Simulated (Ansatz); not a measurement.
System: Cs₂AgSbCl₆ (Fm-3m, No. 225). Method: LDA (plane waves, PAW; Ansatz, an electronic-structure program).

Settings: plane-wave cutoff 520 eV, 6×6×6 k mesh, Fermi–Dirac smearing 0.01 eV, no spin polarisation, scalar-relativistic PAW data made under PBE.

Cell (measured lattice):

```
CELL_PARAMETERS angstrom
      0.00000     5.33200     5.33200
      5.33200     0.00000     5.33200
      5.33200     5.33200     0.00000
ATOMIC_POSITIONS crystal
  Cs 0.25000 0.25000 0.25000
  Cs 0.75000 0.75000 0.75000
  Sb 0.00000 0.00000 0.00000
  Ag 0.50000 0.50000 0.50000
  Cl 0.75373 0.24627 0.24627
  Cl 0.24627 0.75373 0.24627
  Cl 0.24627 0.75373 0.75373
  Cl 0.75373 0.24627 0.75373
  Cl 0.24627 0.24627 0.75373
  Cl 0.75373 0.75373 0.24627
```

What does this level give for the band gap, smallest direct gap on the k points sampled and Γ–Γ gap?


band gap: 1.14 eV
smallest direct gap on the k points sampled: 2.25 eV
Γ–Γ gap: 3.36 eV

Note: cell and atoms aren't relaxed at this level (largest force component 0.28 eV/Å, pressure -2.1 GPa).

Spin–orbit coupling is not included.

Static lattice: no zero-point or thermal effects.
